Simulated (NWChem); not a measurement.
Everything below was run with NWChem. System: S (+1), charge 1, spin multiplicity 4. Its SCF solution wasn't tested for a lower state. Level: ROCCSD(T)/def2-TZVPD, 5 core orbitals frozen.

Output (cleaned and shortened):

```
             Northwest Computational Chemistry Package (NWChem) 7.3.0
             --------------------------------------------------------

                                NWChem Input Module
                                -------------------

 Scaling coordinates for geometry "geometry" by  1.889725989
 (inverse scale =  0.529177249)

                             Geometry "geometry" -> ""
                             -------------------------

 Output coordinates in angstroms (scale by  1.889725989 to convert to a.u.)

  No.       Tag          Charge          X              Y              Z
 ---- ---------------- ---------- -------------- -------------- --------------
    1 S                   16.0000     0.00000000     0.00000000     0.00000000

 Effective nuclear repulsion energy (a.u.)       0.0000000000

            Nuclear Dipole moment (a.u.)
            ----------------------------
        X                 Y               Z
 ---------------- ---------------- ----------------
     0.0000000000     0.0000000000     0.0000000000

      Symmetry information
      --------------------

 Group name             D2h
 Group number             26
 Group order               8
 No. of unique centers     1

      Symmetry unique atoms

     1


 Summary of "ao basis" -> "" (spherical)
 ------------------------------------------------------------------------------
       Tag                 Description            Shells   Functions and Types
 ---------------- ------------------------------  ------  ---------------------
 *                         def2-tzvpd                 on all atoms

 Summary of "ao basis" -> "ao basis" (spherical)
 ------------------------------------------------------------------------------
       Tag                 Description            Shells   Functions and Types
 ---------------- ------------------------------  ------  ---------------------
 S                         def2-tzvpd               16       46   6s6p3d1f

                                 NWChem SCF Module
                                 -----------------

  ao basis        = "ao basis"
  functions       =    46
  atoms           =     1
  closed shells   =     6
  open shells     =     3
  charge          =   1.00
  wavefunction    = ROHF
  use symmetry    = T
  symmetry adapt  = T

 Summary of "ao basis" -> "ao basis" (spherical)
 ------------------------------------------------------------------------------
       Tag                 Description            Shells   Functions and Types
 ---------------- ------------------------------  ------  ---------------------
 S                         def2-tzvpd               16       46   6s6p3d1f

      Symmetry analysis of basis
      --------------------------

        ag         12
        au          1
        b1g         3
        b1u         8
        b2g         3
        b2u         8
        b3g         3
        b3u         8

 Forming initial guess at       0.1s

      Symmetry analysis of molecular orbitals - initial
      -------------------------------------------------

  Numbering of irreducible representations:

     1 ag          2 au          3 b1g         4 b1u         5 b2g
     6 b2u         7 b3g         8 b3u

  Orbital symmetries:

     1 ag          2 ag          3 b3u         4 b2u         5 b1u
     6 ag          7 b3u         8 b2u         9 b1u        10 ag
    11 ag         12 b1g        13 b3g        14 b2g        15 ag
    16 b2u        17 b3u        18 b1u        19 b3u

 Starting SCF solution at       0.1s

 ----------------------------------------------
         Quadratically convergent ROHF

 Convergence threshold     :          1.000E-07
 Maximum no. of iterations :          100
 Final Fock-matrix accuracy:          1.000E-09
 ----------------------------------------------

              iter       energy          gnorm     gmax       time
             ----- ------------------- --------- --------- --------
                 1     -397.1582120380  7.33D-01  4.96D-01      0.2
                 2     -397.1623756833  4.38D-02  1.76D-02      0.2
                 3     -397.1624153512  3.41D-04  1.43D-04      0.3
                 4     -397.1624153636  1.18D-08  6.22D-09      0.3
[...]
   Bfn.  Coefficient  Atom+Function         Bfn.  Coefficient  Atom+Function
  ----- ------------  ---------------      ----- ------------  ---------------
    16      0.650195  1 S  px                13      0.285572  1 S  px
    19      0.220712  1 S  px                 7     -0.213227  1 S  px

 Vector    9  Occ=1.000000D+00  E=-5.722632D-01  Symmetry=b1u
              MO Center=  1.4D-33,  2.0D-33, -9.3D-17, r^2= 1.2D+00
   Bfn.  Coefficient  Atom+Function         Bfn.  Coefficient  Atom+Function
  ----- ------------  ---------------      ----- ------------  ---------------
    18      0.650195  1 S  pz                15      0.285572  1 S  pz
    21      0.220712  1 S  pz                 9     -0.213227  1 S  pz

 Vector   10  Occ=0.000000D+00  E=-1.019212D-01  Symmetry=ag
              MO Center=  2.8D-21,  1.3D-20, -2.4D-22, r^2= 6.8D+00
   Bfn.  Coefficient  Atom+Function         Bfn.  Coefficient  Atom+Function
  ----- ------------  ---------------      ----- ------------  ---------------
     6      1.619679  1 S  s                  5     -0.987169  1 S  s
     4     -0.190169  1 S  s

 Vector   11  Occ=0.000000D+00  E=-7.634411D-02  Symmetry=b2u
              MO Center=  7.0D-32,  6.4D-17, -3.9D-32, r^2= 1.3D+01
   Bfn.  Coefficient  Atom+Function         Bfn.  Coefficient  Atom+Function
  ----- ------------  ---------------      ----- ------------  ---------------
    23      1.127057  1 S  py                20     -0.229609  1 S  py

 Vector   12  Occ=0.000000D+00  E=-7.634411D-02  Symmetry=b3u
              MO Center=  1.5D-17,  1.1D-32, -4.0D-32, r^2= 1.3D+01
   Bfn.  Coefficient  Atom+Function         Bfn.  Coefficient  Atom+Function
  ----- ------------  ---------------      ----- ------------  ---------------
    22      1.127057  1 S  px                19     -0.229609  1 S  px

 center of mass
 --------------
 x =   0.00000000 y =   0.00000000 z =   0.00000000

 moments of inertia (a.u.)
 ------------------
           0.000000000000           0.000000000000           0.000000000000
           0.000000000000           0.000000000000           0.000000000000
           0.000000000000           0.000000000000           0.000000000000

  Mulliken analysis of the total density
  --------------------------------------

    Atom       Charge   Shell Charges
 -----------   ------   -------------------------------------------------------
    1 S   16    15.00   2.01  0.49  1.47  1.30  0.75 -0.02  4.16  1.70  0.78  1.87  0.50 -0.01  0.00  0.00  0.00  0.00

 Mulliken analysis of the open-shell density
 -------------------------------------------

    Atom       Charge   Shell Charges
 -----------   ------   -------------------------------------------------------
    1 S   16     3.00   0.00  0.00  0.00  0.00 -0.00  0.00  0.09 -0.06  0.61  1.88  0.50 -0.01  0.00  0.00  0.00  0.00

       Multipole analysis of the density wrt the origin
       ------------------------------------------------

     L   x y z        total         open         nuclear
     -   - - -        -----         ----         -------
     0   0 0 0      1.000000     -3.000000     16.000000

     1   1 0 0     -0.000000     -0.000000      0.000000
     1   0 1 0     -0.000000      0.000000      0.000000
     1   0 0 1      0.000000      0.000000      0.000000

     2   2 0 0     -6.931049     -4.139560      0.000000
     2   1 1 0      0.000000     -0.000000      0.000000
     2   1 0 1      0.000000     -0.000000      0.000000
     2   0 2 0     -6.931049     -4.139560      0.000000
     2   0 1 1      0.000000      0.000000      0.000000
     2   0 0 2     -6.931049     -4.139560      0.000000

                   NWChem Extensible Many-Electron Theory Module
                   ---------------------------------------------


            General Information
            -------------------
      Number of processors :     1
         Wavefunction type : Restricted open-shell Hartree-Fock
          No. of electrons :    15
           Alpha electrons :     9
            Beta electrons :     6
           No. of orbitals :    92
            Alpha orbitals :    46
             Beta orbitals :    46
        Alpha frozen cores :     5
         Beta frozen cores :     5
     Alpha frozen virtuals :     0
      Beta frozen virtuals :     0
         Spin multiplicity : quartet
    Number of AO functions :    46
       Number of AO shells :    16
        Use of symmetry is : on
      Symmetry adaption is : on
         Schwarz screening : 0.10D-09

          Correlation Information
          -----------------------
          Calculation type : Coupled-cluster singles & doubles w/ perturbation
   Perturbative correction : (T)
            Max iterations :      100
        Residual threshold : 0.10D-05
     T(0) DIIS level shift : 0.00D+00
     L(0) DIIS level shift : 0.00D+00
     T(1) DIIS level shift : 0.00D+00
     L(1) DIIS level shift : 0.00D+00
     T(R) DIIS level shift : 0.00D+00
     T(I) DIIS level shift : 0.00D+00
   CC-T/L Amplitude update :  5-th order DIIS
                I/O scheme : Global Array Library
        L-threshold :  0.10D-05
        EOM-threshold :  0.10D-05
 no EOMCCSD initial starts read in
 TCE RESTART OPTIONS
 SLICE:      F
 D4D5:       F
 quantumc:   F
 qrotation:  F
 pwtce:      F
 qducc:      F
 nacto:                         0
 nrotv:                         0
 nrot:                          0

            Memory Information
            ------------------
          Available GA space size is     249032568 doubles
          Available MA space size is     104853732 doubles

 Maximum block size supplied by input
 Maximum block size        24 doubles

 tile_dim =      9

 -------------------------------------------------

 Global array virtual files algorithm will be used

 Parallel file system coherency ......... OK

 4-electron integrals stored in orbital form

 v2    file size   =            81676
 4-index algorithm nr.  13 is used
 imaxsize =       30
 imaxsize ichop =        0


CCSD iterations
 ---------------------------------------------------------
 Iter          Residuum       Correlation     Cpu    Wall
 ---------------------------------------------------------
    1   0.0752431165822  -0.1031682879280     0.2     0.2
    2   0.0180241551012  -0.1062496925979     0.2     0.2
    3   0.0054724586645  -0.1079894931364     0.2     0.2
    4   0.0017162415555  -0.1082481446962     0.2     0.2
    5   0.0005686376176  -0.1083498813649     0.2     0.2
    6   0.0001299961248  -0.1083843119132     0.2     0.2
    7   0.0000476569085  -0.1083869659954     0.2     0.2
    8   0.0000241065223  -0.1083870659941     0.2     0.2
    9   0.0000135384849  -0.1083872233841     0.2     0.2
   10   0.0000079347229  -0.1083872722842     0.2     0.2
   11   0.0000003702901  -0.1083872778592     0.2     0.2
 -----------------------------------------------------------------
 Iterations converged
 CCSD correlation energy / hartree =        -0.108387277859226
 CCSD total energy / hartree       =      -397.270802641466446

 Singles contributions

 Doubles contributions
 CCSD(T)
 Using plain CCSD(T) code
             total no. of tasks         1089
 total no. of tasks / no. procs         1089
                         wl_min            1           1.0
                         wl_max          729           3.0
        thresh for no. of tasks         1089

 CCSD[T]  correction energy / hartree =        -0.003949371370332
 CCSD[T] correlation energy / hartree =        -0.112336649229558
 CCSD[T] total energy / hartree       =      -397.274752012836757
 CCSD(T)  correction energy / hartree =        -0.003947795457009
 CCSD(T) correlation energy / hartree =        -0.112335073316235
 CCSD(T) total energy / hartree       =      -397.274750436923455

 Task  times  cpu:        4.8s     wall:        4.8s

 Total times  cpu:        4.8s     wall:        4.8s
```

Write an NWChem input that would produce this output.

Several could match; the one computed here: 
```
start mol
memory heap 100 mb stack 700 mb global 1900 mb
charge 1
geometry units angstroms nocenter noautoz
  S      0.000000     0.000000     0.000000
  symmetry group D2h
end
basis spherical
  * library def2-tzvpd
end
scf
  rohf
  nopen 3
  maxiter 100
  thresh 1e-7
  semidirect memsize 60000000 filesize 0
  # guess.movecs holds the orbitals of an unrestricted PBE0 run
  vectors input guess.movecs output mol.movecs
end
tce
  freeze core 5
  ccsd(t)
  2eorb
  2emet 13
  thresh 1e-6
  maxiter 100
  tilesize 24
end
task tce energy
```
